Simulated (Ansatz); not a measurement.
# PH2F (phosphinous fluoride(8ci,9ci)) at CCSD(T)/STO-3G

What is the vertical ionisation energy of PH2F (phosphinous fluoride(8ci,9ci)) at CCSD(T)/STO-3G? 

The calculation is run with Ansatz 0.2.0.

50 further runs of the same task are left out: 50 set aside as unsound or not needed.

**1. The molecule**

PH2F: 4 atoms, total charge 0, spin state singlet. SMILES: `FP`. The coordinates come from a GFN2-xTB relaxation.

Bond lengths: F1–P2 1.632 Å, P2–H3 1.406 Å, P2–H4 1.406 Å. Angles: F1–P2–H3 93.5°, F1–P2–H4 93.5°, H3–P2–H4 91.6°.

**2. The energy at CCSD(T)/STO-3G**

The input, job.yaml:

```yaml
basis:
  gaussian: {orbitals: STO-3G}
crystal:
  periodic: [false, false, false]
  atoms:
    - {symbol: F, position_ang: [1.160540, 0.668850, -0.222660]}
    - {symbol: P, position_ang: [-0.072030, -0.369080, -0.479670]}
    - {symbol: H, position_ang: [-1.053910, 0.574260, -0.129560]}
    - {symbol: H, position_ang: [-0.034600, -0.874030, 0.831900]}
correlation: {method: ccsd_t, frozen_orbitals: {F: 1, H: 0, P: 5}}
accuracy: high
scf: {omitted_lower_state_checks: [cluster_reference, increment]}
```

On the command line:

```bash
$ ansatz run job.yaml --threads 1 --pin off --max-ram 2610MiB --events-out events.jsonl --progress --plain --runs-dir runs
```

The log of the run, shortened:

```text
Warning: RAYON_NUM_THREADS=1 ignored (pool sized by the plan → 1); use --threads N
Functional definition: HF
  name "HF"
[...]
268 factors; integrals over basis functions are off by at most 1.5e-8 eV
[...]
mean field -11866.48909420 eV, -436.0854308167 hartree, gradient 7.6e-8 eV, S^2 0.000000; 0 other end points of the search recorded, 0 dependent functions left out
6 core orbitals not correlated: weight in the atoms' cores, before any rotation towards them, 1.000 or more for the frozen orbitals, at most 0.000 for the correlated occupied ones
reference -11866.48909420 eV, -436.0854308167 hartree; 7, 7 occupied and 3, 3 virtual orbitals, 268 factors
second order -1.41796994 eV of doubles, -0.00000000 eV of singles
cycle   1  -1.79857963 eV  change   -3.8e-1 eV  update   5.8e-2
[...]
cycle  20  -2.03381234 eV  change  -3.6e-11 eV  update  6.5e-10
perturbative correction -0.02564572 eV, -0.0009424629 hartree
Total energy: -11868.54855226 eV, -436.1611145046 hartree
Checks for a lower state left out: cluster_reference, increment
```

Run time: 0.1 s. Hardware: 1 thread of Arm Neoverse V2, shared host.

**3. The doublet cation at the same level**

The input, job.yaml:

```yaml
crystal:
  periodic: [false, false, false]
  atoms:
    - {symbol: F, position_ang: [1.160540, 0.668850, -0.222660]}
    - {symbol: P, position_ang: [-0.072030, -0.369080, -0.479670]}
    - {symbol: H, position_ang: [-1.053910, 0.574260, -0.129560]}
    - {symbol: H, position_ang: [-0.034600, -0.874030, 0.831900]}
basis:
  gaussian: {orbitals: STO-3G}
accuracy: high
magnetization: {spin_polarized: true, initial_magnetization: 1}
scf: {omitted_lower_state_checks: [cluster_reference, increment]}
total_charge: 1
correlation: {method: ccsd_t, frozen_orbitals: {F: 1, H: 0, P: 5}}
```

On the command line:

```bash
$ ansatz run job.yaml --threads 1 --pin off --max-ram 2610MiB --events-out events.jsonl --progress --plain --runs-dir runs
```

The log of the run, shortened:

```text
Warning: RAYON_NUM_THREADS=1 ignored (pool sized by the plan → 1); use --threads N
Functional definition: HF
  name "HF"
[...]
268 factors; integrals over basis functions are off by at most 1.5e-8 eV
[...]
mean field -11858.87084702 eV, -435.8054653967 hartree, gradient 1.6e-8 eV, S^2 0.789069; 5 other end points of the search recorded, 0 dependent functions left out
6 core orbitals not correlated: weight in the atoms' cores, before any rotation towards them, 1.000 or more for the frozen orbitals, at most 0.000 for the correlated occupied ones
reference -11858.87084702 eV, -435.8054653967 hartree; 7, 6 occupied and 3, 4 virtual orbitals, 268 factors
second order -1.72262813 eV of doubles, -0.00000000 eV of singles
cycle   1  -2.15260616 eV  change   -4.3e-1 eV  update   8.3e-2
[...]
cycle  32  -2.57870090 eV  change   8.9e-10 eV  update   1.2e-9
perturbative correction -0.08292680 eV, -0.0030475037 hartree
Total energy: -11861.53247472 eV, -435.9032784105 hartree
Checks for a lower state left out: cluster_reference, increment
```

Run time: 0.22 s. Hardware: 1 thread of Arm Neoverse V2, shared host.

**4. Results**

At CCSD(T)/STO-3G, 6 core orbitals frozen:

```
                                                   quantity          value
                                 singlet PH2F: total energy  -436.16111 Eh
  singlet PH2F: correlation energy (6 core orbitals frozen)      -75.7 mEh
                               singlet PH2F: (T) correction      -0.94 mEh
                                singlet PH2F: T1 diagnostic          0.009
                               doublet cation: total energy  -435.90328 Eh
doublet cation: correlation energy (6 core orbitals frozen)      -97.8 mEh
                             doublet cation: (T) correction      -3.05 mEh
          doublet cation: ⟨S²⟩ of the reference determinant          0.789
                              doublet cation: T1 diagnostic          0.040
         vertical ionisation energy (to the doublet cation)       7.016 eV
```

**Reading.** Removing an electron at fixed nuclei costs 7.02 eV (677 kJ/mol). In a minimal basis such a difference can be off by several eV, whatever the method. The triples (singlet PH2F) make up 1.2 % of the correlation energy. The triples (doublet cation) make up 3.1 % of the correlation energy.
